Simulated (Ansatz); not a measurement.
Reaction (SMILES): F[C](F)F → C atom + 3 F atom
B3LYP-D3(BJ)/def2-TZVP geometries, fixed; electronic energies without zero-point terms.
Largest species:
```xyz
4

C      0.0017    -0.0026     0.3251
F     -0.0171     1.2604    -0.0619
F      1.0990    -0.6148    -0.0830
F     -1.0831    -0.6438    -0.0717
```
Charge 0, spin multiplicity 2.

Basis-set convergence of the atomisation energy at B2PLYP with Ansatz (a program for electronic structure). Cartesian d functions, on some or all atoms, in 6-31G**; all else is spherical. Cores are frozen. Open shells are unrestricted. No added dispersion term, no relativity. Functions are those of the species that has most. Reference: the value in pcseg-4, 346.30 kcal/mol, itself unsure by roughly 0.37 kcal/mol (its mean distance from aug-pcseg-3, aug-cc-pVQZ, cc-pV5Z).

```csv
basis,functions,atomisation energy (kcal/mol)
STO-3G,20,312.37
3-21G,36,___
6-31G,36,___
cc-pVDZ,56,331.61
pcseg-1,56,___
6-31G**,60,343.24
6-311+G**,88,330.00
aug-pcseg-1,92,338.46
cc-pVTZ,120,343.70
"6-311++G(3df,3pd)",156,346.43
jun-cc-pV(T+d)Z,156,___
aug-cc-pVTZ,184,343.52
aug-pcseg-2,184,344.81
cc-pVQZ,220,345.54
def2-QZVPP,228,344.87
pcseg-3,240,345.98
def2-QZVPPD,261,344.92
pcseg-4,404,346.30
```

Problem. Some entries are withheld; supply them.

Solution. 
- 3-21G, atomisation energy (kcal/mol): 309.81
- 6-31G, atomisation energy (kcal/mol): 283.43
- pcseg-1, atomisation energy (kcal/mol): 332.53
- jun-cc-pV(T+d)Z, atomisation energy (kcal/mol): 342.64
